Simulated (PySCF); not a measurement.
C4H5 (charge -1).
Bonds: C1–C2 (triple), C2–C3, C3–C4. Hydrogens: H5, H6 on C3; H7, H8, H9 on C4.

The same species was optimised twice, with GFN2-xTB and with PBE0-D3(BJ)/def2-SVP (PySCF), and the same property calculations (PySCF, gas phase) were run on both structures.

| coordinate | GFN2-xTB | PBE0-D3(BJ)/def2-SVP | change |
| --- | --- | --- | --- |
| C2–C3 (Å) | 1.490 | 1.463 | -0.027 |
| C1≡C2 (Å) | 1.229 | 1.251 | +0.022 |
| C4–H9 (Å) | 1.092 | 1.102 | +0.010 |
| C4–H7 (Å) | 1.091 | 1.102 | +0.011 |
| C4–H8 (Å) | 1.099 | 1.107 | +0.008 |
| C3–C4 (Å) | 1.537 | 1.533 | -0.004 |
| C3–H5 (Å) | 1.111 | 1.113 | +0.002 |
| C3–H6 (Å) | 1.111 | 1.113 | +0.002 |
| H5–C3–H6 (°) | 106.1 | 104.2 | -1.9 |
| C2–C3–C4 (°) | 112.5 | 113.7 | +1.2 |
| H7–C4–H9 (°) | 107.8 | 106.8 | -1.0 |
| C1–C2–C3 (°) | 179.5 | 178.5 | -1.0 |
| C2–C3–H6 (°) | 111.1 | 111.7 | +0.6 |
| C2–C3–H5 (°) | 111.1 | 111.6 | +0.5 |
| H7–C4–H8 (°) | 108.2 | 108.6 | +0.4 |
| H8–C4–H9 (°) | 108.2 | 108.5 | +0.3 |

Rotational constants: A = 28123, B = 4751, C = 4282 MHz (GFN2-xTB) against A = 28069, B = 4764, C = 4289 MHz (PBE0-D3(BJ)/def2-SVP). Point groups within 0.08 Å: Cs and Cs. Atoms that the bonding makes alike are paired by their places after alignment.

On the GFN2-xTB structure: HOMO (eV) -0.28 [PBE0/pcSseg-1]; LUMO (eV) 5.39 [PBE0/pcSseg-1]; GIAO shielding of C1 (ppm) 12.2 [PBE0/pcSseg-1]; GIAO shielding of C2 (ppm) 88.0 [PBE0/pcSseg-1]; GIAO shielding of C3 (ppm) 163.9 [PBE0/pcSseg-1]; GIAO shielding of C4 (ppm) 162.9 [PBE0/pcSseg-1].

Question: What do these properties become on the PBE0-D3(BJ)/def2-SVP structure?

Answer: 
| property | level | on GFN2-xTB | on PBE0-D3(BJ)/def2-SVP | change |
| --- | --- | --- | --- | --- |
| HOMO (eV) | PBE0/pcSseg-1 | -0.28 | -0.37 | -0.09 |
| LUMO (eV) | PBE0/pcSseg-1 | 5.39 | 5.38 | -0.01 |
| energy, GFN2-xTB geometry as zero (kcal/mol) | PBE0/pcSseg-1 | 0.0 | -0.5 | -0.5 |
| GIAO shielding of C1 (ppm) | PBE0/pcSseg-1 | 12.2 | 4.6 | -7.6 |
| GIAO shielding of C2 (ppm) | PBE0/pcSseg-1 | 88.0 | 84.2 | -3.8 |
| GIAO shielding of C3 (ppm) | PBE0/pcSseg-1 | 163.9 | 164.7 | +0.8 |
| GIAO shielding of C4 (ppm) | PBE0/pcSseg-1 | 162.9 | 160.6 | -2.3 |

The heavy atoms differ by 0.014 Å rms after alignment. Among all bonds C2–C3 changes most (-0.027 Å). Changes are differences of the printed values. Neither structure is proved a minimum here. Geometry: PBE0-D3(BJ)/def2-SVP; no solvent, vibrations or thermal averaging. The geometry's basis has no diffuse functions, a weakness for an anion.
